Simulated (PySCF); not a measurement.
Results of Hartree–Fock in PySCF (GTH pseudopotentials, Gaussian basis, DZ basis) for zinc-blende InSb.

The same calculation (at the measured cell, 33.996 Å³/atom) with different numerical settings:

| run | k mesh | gap on the mesh (eV) | total energy (eV/atom) | rough time |
|---|---|---|---|---|
| 1 | 2×2×2 | 7.339 | -849.2104 | 100 core-s |
| 2 | 3×3×3 | 6.342 | -849.5449 | 4 core-min |
| 3 | 4×4×4 | 5.901 | -849.5748 | 40 core-min |

In the column total energy (eV/atom) the first row differs from the last by +0.3644 and the next to last by +0.0299.

The last row is no converged limit: other settings stay fixed.

Spin–orbit coupling is not included.
